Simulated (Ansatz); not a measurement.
# AlH3NSi− (SMILES [NH]1[AlH][SiH-]1): functionals against CCSD(T) at one geometry

An exercise on one series of results from a longer session: the logs are not shown, and one member is left open.

The runs use Ansatz 0.2.0, Gaussian basis; single points in def2-TZVPPD.

Correlated methods freeze the cores.

## The starting structure

6 atoms, charge -1, spin multiplicity 1.

Atoms are counted from 1 here; the program's logs count them from 0.

Bond lengths: N1–Al2 1.882 Å, N1–Si3 1.733 Å, N1–H4 1.035 Å, Al2–Si3 2.420 Å, Si3–H6 1.611 Å. Angles: Al2–N1–Si3 84.0°, Al2–N1–H4 153.5°, Si3–N1–H4 122.4°, N1–Al2–Si3 45.4°, N1–Si3–Al2 50.6°, N1–Si3–H6 98.5°, Al2–Si3–H6 145.5°.

Coordinates:

```
atom    x (Å)    y (Å)    z (Å)
  N1  -0.4257  -0.3268  -0.1597
 Al2   0.3271   1.2750  -0.7985
 Si3  -0.1955   0.4001   1.3967
  H4  -0.8715  -1.2537  -0.2790
  H5   1.4658   0.8455  -2.4403
  H6  -0.3295  -0.9266   2.3001
```

Set-up of the first run:

Contents of run/in.yaml:

```yaml
crystal:
  periodic: [false, false, false]
  atoms:
    - {symbol: N, position_ang: [-0.425700, -0.326800, -0.159700]}
    - {symbol: Al, position_ang: [0.327100, 1.275000, -0.798500]}
    - {symbol: Si, position_ang: [-0.195500, 0.400100, 1.396700]}
    - {symbol: H, position_ang: [-0.871500, -1.253700, -0.279000]}
    - {symbol: H, position_ang: [1.465800, 0.845500, -2.440300]}
    - {symbol: H, position_ang: [-0.329500, -0.926600, 2.300100]}
basis:
  gaussian: {orbitals: "def2-TZVPPD.json"}
total_charge: -1
correlation: {method: ccsd_t}
output: {forces: true}
```

The basis file named in the input lies beside it (Basis Set Exchange, JSON).

The command line of these runs was not kept.

Steps of the session up to this table: CCSD(T)/def2-TZVPPD; PBE0-D4/def2-TZVPPD; wB97M-V/def2-TZVPPD; r2SCAN-D4/def2-TZVPPD; PBE-D4/def2-TZVPPD; revPBE-D4/def2-TZVPPD; CAM-B3LYP-D4/def2-TZVPPD.

One table of the session follows, with a row left open; its other results are not shown here.

```
      method  RMS force component (eV/Å)  angle to CCSD(T) forces (°)
     CCSD(T)                       1.035                    reference
     PBE0-D4                       0.919                          7.8
     wB97M-V                           ?                            ?
   r2SCAN-D4                       0.903                          6.1
      PBE-D4                       0.869                          7.9
   revPBE-D4                       0.880                          9.8
CAM-B3LYP-D4                       0.995                         11.8
```

Estimate the missing values for wB97M-V.

The run gave: RMS force component (eV/Å): 1.006; angle to CCSD(T) forces (°): 8.6. In the column «RMS force component (eV/Å)» it lies between CAM-B3LYP-D4 (0.995) and CCSD(T) (1.035).

Limits of these values: The anion's highest level is positive in at least one run, so there the basis alone may hold the extra electron.
